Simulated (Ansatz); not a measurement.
# One shape, several levels: quartet BH2

Aim: a comparison of 6 runs (UBHLYP/3-21G, UPBE0/3-21G, RPA@PBE/3-21G, RPA@PBE/6-311G**, UCCSD/3-21G, UCCSD(T)/3-21G) of quartet BH2. 

The calculation is run with Ansatz 0.2.0.

58 further runs of the same task are left out: 58 set aside as unsound or not needed.

## 1. The system as given

The species is BH2 (3 atoms), meant as a quartet with charge 0. SMILES of the parent species: `[BH2]`. The coordinates come from a GFN2-xTB relaxation. That shape belongs to the parent species and isn't relaxed for this state.

Bond lengths: B1–H2 1.159 Å, B1–H3 1.159 Å. Angles: H2–B1–H3 128.4°.

## 2. A single-point energy at UBHLYP/3-21G (run 1)

File run.yaml:

```yaml
crystal:
  periodic: [false, false, false]
  atoms:
    - {symbol: B, position_ang: [0.262840, -0.166230, 0.128640]}
    - {symbol: H, position_ang: [0.280020, 0.985320, 0.260980]}
    - {symbol: H, position_ang: [-0.542860, -0.819090, -0.389630]}
basis:
  gaussian: {orbitals: 3-21G.json}
magnetization: {spin_polarized: true, initial_magnetization: 3}
hamiltonian: {xc: {name: BHLYP}}
accuracy: high
```

The basis set 3-21G is read from a file made from the Basis Set Exchange's data (not shown).

Run with:

```sh
$ ansatz run run.yaml --threads 1 --pin off --max-ram 2610MiB --events-out events.jsonl --progress --plain --runs-dir runs
```

Log:

```text
Warning: RAYON_NUM_THREADS=1 ignored (pool sized by the plan → 1); use --threads N
Functional definition: BHLYP
  name "BHLYP"
  parameter a = 0.5
  exchange = (1 - a)*b88_x + a*exact_x
  correlation = lyp_c
250 factors; integrals over basis functions are off by at most 1.0e-8 eV
mean field evaluation 1: about -695.0036 eV, gradient 6.3e0 eV
mean field evaluation 2: about -695.3403 eV, gradient 1.4e0 eV
mean field evaluation 4: about -695.3616 eV, gradient 6.1e-2 eV
mean field evaluation 8: about -695.3603 eV, gradient 1.7e-3 eV
mean field evaluation 16: about -695.3603 eV, gradient 3.0e-7 eV
mean field -695.36031791 eV, -25.5540203509 hartree, gradient 8.1e-8 eV, S^2 3.753383; 0 other end points of the search recorded, 0 dependent functions left out
reference -695.36033470 eV, -25.5540209682 hartree; 5, 2 occupied and 8, 11 virtual orbitals, 250 factors
Total energy: -695.36033470 eV, -25.5540209682 hartree
```

Wall time 0.58 s (1 thread of Arm Neoverse V1, shared host).

## 3. A single-point energy at UPBE0/3-21G (run 2)

File molecule.yaml:

```yaml
crystal:
  periodic: [false, false, false]
  atoms:
    - {symbol: B, position_ang: [0.262840, -0.166230, 0.128640]}
    - {symbol: H, position_ang: [0.280020, 0.985320, 0.260980]}
    - {symbol: H, position_ang: [-0.542860, -0.819090, -0.389630]}
basis:
  gaussian: {orbitals: 3-21G.json}
magnetization: {spin_polarized: true, initial_magnetization: 3}
hamiltonian: {xc: pbe0}
accuracy: high
```

The basis set 3-21G is read from a file made from the Basis Set Exchange's data (not shown).

Run with:

```sh
$ ansatz run molecule.yaml --threads 1 --pin off --max-ram 2610MiB --events-out events.jsonl --progress --plain --runs-dir runs
```

Log:

```text
Warning: RAYON_NUM_THREADS=1 ignored (pool sized by the plan → 1); use --threads N
Functional definition: PBE0
  name "PBE0"
  parameter a = 0.25
  parameter kappa = 0.804
  parameter beta = 0.06672455060314922
  exchange = (1 - a)*pbe_x(kappa = kappa, mu = beta*pi^2/3) + a*exact_x
  correlation = pbe_c(beta = beta)
250 factors; integrals over basis functions are off by at most 1.0e-8 eV
mean field evaluation 1: about -694.4952 eV, gradient 6.8e0 eV
mean field evaluation 2: about -694.8310 eV, gradient 2.8e0 eV
mean field evaluation 4: about -694.8881 eV, gradient 2.6e-1 eV
mean field evaluation 8: about -694.8813 eV, gradient 4.2e-3 eV
mean field evaluation 16: about -694.8813 eV, gradient 7.5e-8 eV
mean field -694.88129365 eV, -25.5364165343 hartree, gradient 3.6e-8 eV, S^2 3.751182; 0 other end points of the search recorded, 0 dependent functions left out
reference -694.88129524 eV, -25.5364165926 hartree; 5, 2 occupied and 8, 11 virtual orbitals, 250 factors
Total energy: -694.88129524 eV, -25.5364165926 hartree
```

Wall time 0.6 s (1 thread of Arm Neoverse V1, shared host).

Runs 3 to 5 aren't shown in full; the table further down has their settings and results.

## 4. A single-point energy at UCCSD(T)/3-21G (run 6)

File in.yaml:

```yaml
crystal:
  periodic: [false, false, false]
  atoms:
    - symbol: B
      position_ang: [0.262840, -0.166230, 0.128640]
    - symbol: H
      position_ang: [0.280020, 0.985320, 0.260980]
    - symbol: H
      position_ang: [-0.542860, -0.819090, -0.389630]
basis:
  gaussian:
    orbitals: 3-21G.json
magnetization:
  spin_polarized: true
  initial_magnetization: 3
correlation:
  method: ccsd_t
  frozen_orbitals: {B: 1, H: 0}
accuracy: high
scf:
  omitted_lower_state_checks: [cluster_reference, increment]
```

The basis set 3-21G is read from a file made from the Basis Set Exchange's data (not shown).

Run with:

```sh
$ ansatz run in.yaml --threads 1 --pin off --max-ram 2610MiB --events-out events.jsonl --progress --plain --runs-dir runs
```

Log, cut to the lines that bear on the results:

```text
Warning: RAYON_NUM_THREADS=1 ignored (pool sized by the plan → 1); use --threads N
Functional definition: HF
  name "HF"
[...]
250 factors; integrals over basis functions are off by at most 1.0e-8 eV
[...]
mean field -691.26806050 eV, -25.4036326649 hartree, gradient 2.4e-8 eV, S^2 3.757218; 2 other end points of the search recorded, 0 dependent functions left out
1 core orbitals not correlated: weight in the atoms' cores, before any rotation towards them, 1.000 or more for the frozen orbitals, at most 0.000 for the correlated occupied ones
reference -691.26806050 eV, -25.4036326649 hartree; 4, 1 occupied and 8, 11 virtual orbitals, 250 factors
second order -0.93006791 eV of doubles, -0.00000000 eV of singles
cycle   1  -1.19813334 eV  change   -2.7e-1 eV  update   4.8e-2
[...]
cycle  20  -1.37112695 eV  change   2.2e-10 eV  update  1.9e-10
perturbative correction -0.01535826 eV, -0.0005644058 hartree
Total energy: -692.65454571 eV, -25.4545850568 hartree
Checks for a lower state left out: cluster_reference, increment
```

Wall time 0.22 s (1 thread of Arm Neoverse V1, shared host).

## 5. Overview of the runs

```csv
run,level,frozen core orbitals,energy (Eh),⟨S²⟩,wall time
1,UBHLYP/3-21G,–,-25.554021,3.753,0.58 s
2,UPBE0/3-21G,–,-25.536417,3.751,0.6 s
3,RPA@PBE/3-21G,1,-25.500597,3.751,0.64 s
4,RPA@PBE/6-311G**,1,-25.718107,3.751,1.1 s
5,UCCSD/3-21G,1,-25.454021,3.757,0.2 s
6,UCCSD(T)/3-21G,1,-25.454585,3.757,0.22 s
```

## 6. Summary of results

| quantity | value |
| --- | --- |
| run 6: total energy | -25.45459 Eh |
| run 6: correlation energy (1 core orbital frozen) | -51.0 mEh |
| run 6: (T) correction | -0.56 mEh |
| run 6: ⟨S²⟩ of the reference determinant | 3.757 |
| run 6: T1 diagnostic | 0.011 |

What this shows: Totals of different functionals can't be ranked against each other. All runs together took 3.3 s, the longest 1.1 s.
